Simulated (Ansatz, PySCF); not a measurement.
Molecule: formic acid, CH₂O₂, net charge 0, singlet state. SMILES: O=CO
Structure (B3LYP-D3(BJ)/def2-TZVP (Ansatz, a program for electronic structure) minimum search):
```xyz
5

O     -1.0316    -0.4355    -0.0191
C      0.0042     0.4206     0.0039
O      1.1586     0.1057     0.0179
H     -0.6697    -1.3375    -0.0221
H     -0.3712     1.4518     0.0079
```


Quantity: enthalpy of formation at 298 K (from the atomisation energy, B3LYP-D3(BJ)/def2-TZVP harmonic zero-point and thermal terms from PySCF, and the atoms' enthalpies of formation in the G2/97 table; no spin-orbit terms, and no core term in the frozen-core levels), in kcal/mol. Valence correlation only, unless marked. Open shells are spin-unrestricted. Spin-orbit coupling is left out. Non-relativistic. The coupled-cluster limit lacks core correlation, which all-electron functionals hold. CBS(X,Y): correlation extrapolated as X^-3; Hartree-Fock from the larger set.

```json
[
 {"level": "B3LYP-D3(BJ)/def2-TZVPD", "program": "Ansatz + dftd3", "enthalpy of formation at 298 K (kcal/mol)": "-88.7"},
 {"level": "PBE0-D4/def2-TZVP", "program": "Ansatz + dftd4", "enthalpy of formation at 298 K (kcal/mol)": "-89.4"},
 {"level": "M06-2X/def2-TZVPD", "program": "PySCF", "enthalpy of formation at 298 K (kcal/mol)": "-90.7"},
 {"level": "wB97X/def2-TZVPD", "program": "Ansatz", "enthalpy of formation at 298 K (kcal/mol)": "-87.9"},
 {"level": "PBE-QIDH/def2-TZVPD", "program": "Ansatz", "enthalpy of formation at 298 K (kcal/mol)": "-82.0"},
 {"level": "RI-MP2/cc-pVQZ", "program": "Ansatz", "enthalpy of formation at 298 K (kcal/mol)": "-103.0"},
 {"level": "CCSD(T)/CBS(cc-pVTZ,cc-pVQZ)", "program": "Ansatz", "enthalpy of formation at 298 K (kcal/mol)": "-89.8"}
]
```
